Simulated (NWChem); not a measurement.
# C2H4Si (ethynylsilane) at PBE0/cc-pVDZ (density fitting with weigend coulomb fitting)

What is the vertical ionisation energy of C2H4Si (ethynylsilane) at PBE0/cc-pVDZ (density fitting with weigend coulomb fitting)? 

The calculation is run with NWChem 7.3.0.

4 further runs of the same task are left out: 1 that didn't finish, 3 set aside as unsound or not needed.

## 1. Starting point

The species is C2H4Si (7 atoms), meant as a singlet with charge 0. SMILES: `C#C[SiH3]`. The shape is that of a PBE0-D4/def2-TZVP optimisation.

Bond lengths: C1–C2 1.206 Å, C2–Si3 1.823 Å, C1–H4 1.066 Å, Si3–H5 1.483 Å, Si3–H6 1.483 Å, Si3–H7 1.483 Å. Angles: C1–C2–Si3 180.0°, C2–C1–H4 180.0°, C2–Si3–H5 109.3°, C2–Si3–H6 109.3°, C2–Si3–H7 109.3°, H5–Si3–H6 109.6°, H5–Si3–H7 109.6°, H6–Si3–H7 109.6°.

## 2. The energy at PBE0/cc-pVDZ (density fitting with weigend coulomb fitting)

File work.nw:

```
start work
title "C2H4Si"
memory stack 880 mb heap 220 mb global 1100 mb
geometry units angstrom noautosym nocenter noautoz
  C       -0.580700      -1.871400       0.172200
  C       -0.218500      -0.726500       0.062400
  Si       0.329800       1.004300      -0.103800
  H       -0.901000      -2.883500       0.269300
  H       -0.094500       1.528300      -1.425000
  H       -0.281700       1.818100       0.974900
  H        1.807900       1.062900       0.004400
end
basis spherical bse
  * library cc-pVDZ
end
basis "cd basis" spherical
  * library "weigend coulomb fitting"
end
dft
  xc pbe0
  grid fine
  convergence energy 1e-08
  iterations 100
  mulliken
  noprint "final vectors analysis"
end
task dft energy
```

Started as:

```console
$ nwchem work.nw > work.out
```

The program printed:

```text
[...]
          Wavefunction type:  closed shell.
          No. of atoms     :     7
          No. of electrons :    30
[...]
          Charge           :     0
          Spin multiplicity:     1
[...]
          AO basis - number of functions:    66
[...]
              XC Information
              --------------
                         PBE0 Method XC Functional
                     Hartree-Fock (Exact) Exchange  0.250
          PerdewBurkeErnzerhof Exchange Functional  0.750
            Perdew 1991 LDA Correlation Functional  1.000 local
           PerdewBurkeErnz. Correlation Functional  1.000 non-local
[...]
 d= 0,ls=0.0,diis     1   -367.7764307958 -4.51D+02  7.96D-03  2.25D-01     2.0
[...]
 d= 0,ls=0.0,diis    10   -367.8083592684 -5.57D-10  6.58D-08  1.83D-11    16.1
         Total DFT energy =     -367.808359268383
      One electron energy =     -670.322505646616
           Coulomb energy =      252.422453467977
    Exchange-Corr. energy =      -32.956203840979
 Nuclear repulsion energy =       83.047896751235
[...]
      Total Density - Mulliken Population Analysis
     ---------------------------------------------
    Atom       Charge   Shell Charges
 -----------   ------   -------------------------------------------------------
    1 C    6     6.11   2.01  0.67  0.71  1.99  0.71  0.03
    2 C    6     6.03   2.01  0.68  0.64  2.00  0.66  0.03
    3 Si  14    13.75   2.00  2.03  0.78  0.40  6.01  1.58  0.72  0.24
    4 H    1     0.98   0.73  0.22  0.03
    5 H    1     1.04   0.72  0.31  0.01
    6 H    1     1.04   0.72  0.31  0.01
    7 H    1     1.04   0.72  0.31  0.01
[...]
```

It took 17 s on 1 thread of Intel Xeon 6975P-C (Granite Rapids), shared host; peak memory 0.12 GiB.

## 3. The doublet cation, same level

File input.nw:

```
start input
title "C2H4Si energy"
memory total 2200 mb
charge 1
geometry units angstroms noautosym nocenter noautoz
C       -0.580700      -1.871400       0.172200
C       -0.218500      -0.726500       0.062400
Si       0.329800       1.004300      -0.103800
H       -0.901000      -2.883500       0.269300
H       -0.094500       1.528300      -1.425000
H       -0.281700       1.818100       0.974900
H        1.807900       1.062900       0.004400
end
basis spherical bse
* library cc-pVDZ
end
basis "cd basis" spherical
* library "weigend coulomb fitting"
end
dft
xc pbe0
mult 2
grid fine
convergence energy 1e-08
maxiter 100
mulliken
print low
end
task dft energy
```

Started as:

```console
$ nwchem input.nw > input.out
```

The program printed:

```text
[...]
 d= 0,ls=0.0,diis     1   -367.3484903332 -4.50D+02  8.14D-03  1.79D-01     3.8
[...]
 d= 0,ls=0.0,diis    14   -367.4212564103 -3.87D-09  3.20D-07  1.97D-10    28.7
[...]
         Total DFT energy =     -367.421256410264
      One electron energy =     -662.689395900391
           Coulomb energy =      244.866024657338
    Exchange-Corr. energy =      -32.645781918446
 Nuclear repulsion energy =       83.047896751235
[...]
      Total Density - Mulliken Population Analysis
     ---------------------------------------------
    Atom       Charge   Shell Charges
 -----------   ------   -------------------------------------------------------
    1 C    6     5.82   2.01  0.72  0.72  1.91  0.43  0.03
    2 C    6     5.86   2.01  0.73  0.66  1.91  0.50  0.04
    3 Si  14    13.69   2.00  2.03  0.81  0.39  6.01  1.61  0.64  0.21
    4 H    1     0.87   0.70  0.14  0.04
    5 H    1     0.90   0.67  0.21  0.01
    6 H    1     0.93   0.70  0.22  0.01
    7 H    1     0.93   0.69  0.22  0.01
[...]
      <S2> =      0.7555 (Exact =     0.7500)
[...]
```

It took 29 s on 1 thread of Intel Xeon 6975P-C (Granite Rapids), shared host; peak memory 0.13 GiB.

## 4. Summary of results

At PBE0/cc-pVDZ (density fitting with weigend coulomb fitting):

```
                                          quantity          value
                      singlet C2H4Si: total energy  -367.80836 Eh
                     singlet C2H4Si: dipole moment         0.35 D
                      doublet cation: total energy  -367.42126 Eh
                              doublet cation: ⟨S²⟩          0.755
vertical ionisation energy (to the doublet cation)      10.534 eV
```

What this shows: The vertical ionisation energy comes to 10.53 eV (1016 kJ/mol).
